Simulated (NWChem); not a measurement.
System: methanethiol (CH4S); SMILES SC

Here is an NWChem input.

```
start job
memory heap 200 mb stack 900 mb global 1100 mb
geometry units angstroms noautoz
  C      0.007930     1.146969     0.000000
  S      0.078698    -0.679199     0.000000
  H     -0.488987     1.543455     0.906731
  H      1.058961     1.493961     0.000000
  H     -0.488987     1.543455    -0.906731
  H     -1.267336    -0.888352     0.000000
end
basis spherical
  C library def2-tzvp
  S library def2-tzvp
  H library def2-tzvp
end
dft
  xc b3lyp
  iterations 150
end
tddft
  cis
  nroots 6
  notriplet
end
task tddft energy
```

Coordinates come from a PBE-D3(BJ)/def2-SVP optimisation.

Vertical excitations in the gas phase.

Problem. Give the results of this calculation. (B3LYP/def2-TZVP, TDA.) Quantities: basis functions; lowest excitation, singlet (eV); oscillator strength of that lowest state; orbital gap (eV).

Solution. 
| Item | Result |
|---|---|
| number of basis functions | 92 |
| lowest excitation, singlet (eV) | 5.30 |
| oscillator strength of that lowest state | 0.000 |
| orbital gap (eV) | 6.66 |
